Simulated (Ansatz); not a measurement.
Ideal-gas functions of C4H4, SMILES `C=C1C=C1` at 600 K and 1 bar, from an Ansatz frequency run at PBE0-D4/def2-TZVP.

Molar mass 52.08 g/mol, point group C2v (symmetry number 2), electronic degeneracy 1, moments of inertia 17.066, 69.872, 86.938 u Å². Harmonic wavenumbers (cm⁻¹, unscaled): 361, 438, 698, 717, 775, 853, 873, 919, 1028, 1066, 1139, 1452, 1624, 1853, 3171, 3259, 3261, 3301.

Use S(trans) = R[1.5 ln M + 2.5 ln T − 1.1517]; rotational temperatures θ = 24.2544 K / I; S(rot) = R[ln(√π/σ · √(T³/θAθBθC)) + 1.5]; for each mode x = 1.438777 ν̃/T, S = R[x/(eˣ − 1) − ln(1 − e⁻ˣ)] and H = RT x/(eˣ − 1); 1 cm⁻¹ = 0.0119627 kJ/mol; R = 8.31446 J/(mol·K).

Task: By hand: the entropy, in J/(mol·K).

Result: Translation 172.7. Rotation: θ = 1.4212, 0.3471, 0.279 K, giving 99.5. Vibration, mode by mode: 9.77, 8.28, 4.94, 4.76, 4.26, 3.68, 3.54, 3.25, 2.64, 2.46, 2.14, 1.18, 0.84, 0.54, 0.04, 0.03, 0.03, 0.03, in all 52.4. Electronic 0.0. Sum 324.6 J/(mol·K).

Task: By hand: H − E and G − E in kJ/mol, counted from the electronic energy.

Result: Zero-point energy ½ × 26788 × 0.0119627 = 160.2; thermal vibration 20.3; translation, rotation and pV give 4 RT = 20.0. H − E = 200.5 kJ/mol, and G − E = 200.5 − 600 × 324.6/1000 = 5.7 kJ/mol.

Vibration gives 16 % of the entropy.
